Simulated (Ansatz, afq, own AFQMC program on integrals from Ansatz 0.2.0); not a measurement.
AFQMC on a folder of integrals that Ansatz 0.2.0 wrote.

```yaml
crystal:
  periodic: [false, false, false]
  atoms:
    - {symbol: Si, position_ang: [0.000000, 0.000000, 0.529889]}
    - {symbol: C, position_ang: [0.000000, 0.000000, -1.168891]}
    - {symbol: H, position_ang: [0.000000, 1.244456, 1.327628]}
    - {symbol: H, position_ang: [0.000000, -1.244456, 1.327628]}
    - {symbol: H, position_ang: [0.000000, 0.917470, -1.745809]}
    - {symbol: H, position_ang: [0.000000, -0.917470, -1.745809]}
basis:
  gaussian: {orbitals: 6-31G}
magnetization: {spin_polarized: true, initial_magnetization: 0}
correlation: {method: ccsd_t, electrons: outside_noble_gas, hamiltonian_folder: ham}
```

```sh
$ ansatz run in.yaml --threads 1 --pin off --events-out ev --progress --plain --max-ram 1382MiB
```

Options of the walk:

```
--method phaseless --trial cisd --walkers 180 --populations 1 --least-time 40 --time-step 0.005 --steps-per-block 50 --equilibration-blocks 28 --max-blocks 300 --target-error 0.00042 --factor-cut 1e-05 --start spin_pure --seed 2386 --release-times 0.24,0.51,0.99,1.62,2.4 --release-step 0.03 --release-every 4 --taylor-order 6
```

Times are imaginary, in 1/Eh. The walk had a cap of 529 s.

Output of the walk:

```
orbitals 24  electrons 6 6  factors 170 of 395
reference energy -328.98393875 Eh
CCSD correlation -0.18324738 Eh in 10 cycles, weight of the determinant in the CISD state 0.8787
energy of the start -329.167186 Eh
 block  time / (1/Eh)  mean weight  energy / Eh
     1     0.250  1.0003  -329.164329
     2     0.500  0.9993  -329.165357
     3     0.750  1.0001  -329.166550
     4     1.000  1.0003  -329.168688
     5     1.250  0.9993  -329.167791
     8     2.000  1.0005  -329.171087
    13     3.250  0.9996  -329.170549
    25     6.250  0.9997  -329.168621
    37     9.250  1.0002  -329.171195
    49    12.250  1.0001  -329.170647
    61    15.250  0.9996  -329.171492
    73    18.250  1.0002  -329.175378
    85    21.250  1.0003  -329.170918
    97    24.250  1.0011  -329.169533
   109    27.250  0.9992  -329.170382
   121    30.250  1.0011  -329.170331
   133    33.250  1.0010  -329.175034
   145    36.250  1.0002  -329.171924
   157    39.250  0.9999  -329.188950
   169    42.250  0.9993  -329.167601
   173    43.250  0.9995  -329.172361
blocks merged  error / Eh  count
     1  0.000417  146
     2  0.000531  73
     4  0.000703  36
     8  0.000710  18
    16  0.000791  9
released: time / (1/Eh)  energy / Eh  error  mean overlap
  0.24  -329.172685  0.000355  0.9977
  0.51  -329.172992  0.000248  0.9978
  0.99  -329.173394  0.000344  0.9979
  1.62  -329.172489  0.000260  1.0094
  2.40  -329.172368  0.000310  1.0135
energy -329.173073 +/- 0.000710 Eh
(rows thinned)
```

The run passed its tests (sampling time, drift between the halves within three errors, error under three times the target), which doesn't prove that it has relaxed, ending at its cap on processor time.

Against this walk (error 19.3 meV) on the same determinant: CCSD(T) 25.4 meV higher (within the noise), CCSDT(Q) 1.2 meV higher (within the noise). The error is statistical and leaves out the bias of the constraint. Released to 2.40 1/Eh the energy moves by 19 ± 21 meV (both errors), within twice the noise.

Cautions: constraint bias not in the error; error above the target (19.3 against 11.4 meV); higher spins were not checked; an unrestricted solution with more broken spin lies lower (126 meV, ⟨S²⟩ 0.38), while this determinant keeps restricted orbitals; the sampling time fell short of the least asked.

The walk took 8.9 min on 1 thread of Arm Neoverse N1, with other jobs on the host. The log's last line is the phaseless energy.

CCSDT and higher add their correlation energy to the determinant of the CCSD(T) run, since their own runs factorise the integrals more tightly (a shift of under 2 meV). A walk keeps the symmetry of its determinant, which the program's search chose and which needn't be the lowest solution, so a lower state of the same spin and another symmetry isn't excluded.
